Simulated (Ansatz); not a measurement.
System: tetradymite Bi₂Se₃. Method: PBE-D3(BJ) in Ansatz (PAW).

Settings: plane-wave cutoff 520 eV, 10×10×10 k mesh, Fermi–Dirac smearing 0.01 eV, scalar-relativistic PAW data made under PBE.

Starting structure:

```yaml
crystal:
  lattice:
    - [2.07000, 1.19512, 9.54667]
    - [-2.07000, 1.19512, 9.54667]
    - [0.00000, -2.39023, 9.54667]
  atoms:
    - { symbol: Bi, position: [0.59900, 0.59900, 0.59900] }
    - { symbol: Bi, position: [0.40100, 0.40100, 0.40100] }
    - { symbol: Se, position: [0.00000, 0.00000, 0.00000] }
    - { symbol: Se, position: [0.78800, 0.78800, 0.78800] }
    - { symbol: Se, position: [0.21200, 0.21200, 0.21200] }
```

### Question
Into what structure does the relaxation of cell and atoms lead at this level, with the symmetry of the start kept?

### Answer
The volume shrinks by 0.4 %; final space group R-3m.
```yaml
crystal:
  lattice:
    - [2.07192, 1.19623, 9.48896]
    - [-2.07192, 1.19623, 9.48896]
    - [0.00000, -2.39245, 9.48896]
  atoms:
    - { symbol: Bi, position: [0.59916, 0.59916, 0.59916] }
    - { symbol: Bi, position: [0.40084, 0.40084, 0.40084] }
    - { symbol: Se, position: [0.00000, 0.00000, 0.00000] }
    - { symbol: Se, position: [0.78941, 0.78941, 0.78941] }
    - { symbol: Se, position: [0.21059, 0.21059, 0.21059] }
```

Ansatz is a quantum-chemistry and plane-wave program.
